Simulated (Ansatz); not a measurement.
Saddle point of CH₅ClMg, closed shell (CH₃ClMg ([CH3][Mg][Cl]) + H₂ → MgHCl ([MgH][Cl]) + CH₄; bonds formed: Mg1–H5, C2–H4; bonds broken: Mg1–C2, H4–H5), PBE0-D4/def2-TZVP structure:

| atom | x (Å) | y (Å) | z (Å) |
| --- | --- | --- | --- |
| Mg1 | -1.1305 | -0.2520 | -0.4411 |
| C2 | 0.9473 | -0.0069 | 0.2000 |
| Cl3 | -2.3938 | -1.5124 | -1.6955 |
| H4 | -0.2591 | 0.8355 | 0.5937 |
| H5 | -1.2131 | 1.2329 | 0.6960 |
| H6 | 1.5215 | 0.6633 | 0.8454 |
| H7 | 1.4141 | 0.0586 | -0.7925 |
| H8 | 1.1137 | -1.0191 | 0.5939 |

Energies are electronic, without zero-point energy. Barriers and step energies count from the start structure reached by relaxing down the imaginary mode; all methods use the PBE0-D4 structures, on which another method's saddle can fall below an end. Computed with Ansatz 0.2.0 (basis: def2-TZVPP, with def2-QZVPP for the basis limit); correlated methods freeze the cores. The outer core shell of Li, Na, Mg and K is correlated. The def2 sets are not built for correlating such inner shells, so the correlated values are less sure here. B3LYP uses VWN-RPA correlation. Extrapolation: Hartree–Fock as exp(−7.88 √X), correlation as X^−2.97.

```
      method  barrier (kJ/mol)  step energy (kJ/mol)
       SPW92              82.6                 -42.3
      PBE-D4             104.4                 -38.1
     BLYP-D4             117.1                 -38.5
   r2SCAN-D4             103.2                 -41.5
      B97M-V             104.6                 -63.4
     PBE0-D4             110.6                 -43.3
    B3LYP-D4             120.9                 -42.8
  r2SCAN0-D4             111.2                 -44.5
    BHLYP-D4             130.0                 -49.3
CAM-B3LYP-D4                 ?                 -46.2
     wB97X-V             125.1                 -45.9
     wB97M-V             128.0                 -42.6
      B2PLYP                 ?                 -39.6
    PBE-QIDH             120.8                 -42.0
  RPA on PBE                 ?                 -41.4
          HF             155.7                 -60.5
         MP2             130.6                 -34.1
        CCSD             133.3                 -43.9
     CCSD(T)             129.6                 -40.6
```

(1) Fill in the withheld barriers. (An estimate is asked for; the value comes from the calculation.)

T1 diagnostic: at most 0.008. The start structure is not quite a true minimum (one mode of 44i cm⁻¹). The end structure is not quite a true minimum (one mode of 37i cm⁻¹).

Results:

(1) The calculation gives: B2PLYP 126.8; RPA on PBE 127.8; CAM-B3LYP-D4 122.7 kJ/mol. Each is the energy of the saddle less that of the start structure, by the same method.

For comparison, the barrier by CCSD(T) at an estimated basis limit (MP2 extrapolated from triple and quadruple zeta, plus CCSD(T) − MP2 in triple zeta) is 127.9 kJ/mol.

Labels in which every atom is bracketed show which atoms are joined, not bond orders.

For scale, one of the runs: CCSD(T)/def2-TZVPP, 175 basis functions (an equivalent command: `ansatz run in.yaml --threads 2`). Time: 25 s of wall clock on 2 CPU threads; the host was shared. Peak host memory: 1.8 GiB.
